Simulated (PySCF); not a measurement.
## Vibration and rotation of AlF

RHF-CCSD(T) constants of AlF, ¹Σ⁺ (singlet), closed shell (basis Al def2-SVPD, F def2-SVPD; no relativity; PySCF 2.14; masses 26.9815 and 18.9984 u):

- ωe: 760.6 cm⁻¹
- ωexe: 4.22 cm⁻¹
- Be: 0.51873 cm⁻¹
- αe: 0.00432 cm⁻¹
- D (centrifugal): 9.65e-07 cm⁻¹
- De to Al + F: 6.74 eV

(1) Give the band origin of the fundamental and the first lines of its P and R branches.

(2) Near which J would the R branch turn back, without centrifugal distortion?

Correlated steps freeze 6 core orbitals. Correlated levels converge slowly with the basis: in double zeta they bind strong bonds too weakly, by up to about 1 eV, and carry superposition errors of some tenths. Where the molecule has an RHF reference, its open-shell atoms are computed with UHF.

## Answers

(1) ν0 = ωe − 2ωexe = 752.2 cm⁻¹, B0 = 0.51657, B1 = 0.51225 cm⁻¹.

| J″ | P(J″) − ν0 | R(J″) − ν0 |
| --- | --- | --- |
| 0 |  | 1.024 |
| 1 | -1.033 | 2.040 |
| 2 | -2.075 | 3.047 |
| 3 | -3.125 | 4.046 |
| 4 | -4.184 | 5.036 |
| 5 | -5.252 | 6.017 |
| 6 | -6.328 | 6.989 |

(2) At J ≈ (B0 + B1)/(2(B0 − B1)) − 1 ≈ 120.
